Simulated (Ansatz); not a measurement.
```xyz
7

C     0.0000    0.5239    0.0000
C     1.4861    0.7164    0.0000
Cl   -0.4523   -1.2180    0.0000
O    -0.8455    1.3749    0.0000
H     1.7010    1.7848    0.0000
H     1.9178    0.2401    0.8827
H     1.9178    0.2401   -0.8827
```

Basis set: pcseg-2 (spherical functions). Charge 0, multiplicity 1.

Computed with Ansatz (development build ahead of 0.2.0); each method stands on the lowest determinant of its kind that the runs found. Restricted functionals stand beside restricted open-shell atoms, which can lie above the unrestricted atoms usual in DFT and then raise those values.

Give the atomization energy at this shape (free ground-state atoms in the same class of orbitals less the molecule, no zero-point energy) of singlet C₂H₃ClO by r²SCAN (restricted), PBE0 (restricted).

```
             method  atomization energy
r²SCAN (restricted)            29.61 eV
  PBE0 (restricted)            29.37 eV
```

The shape needn't be a minimum at these levels.
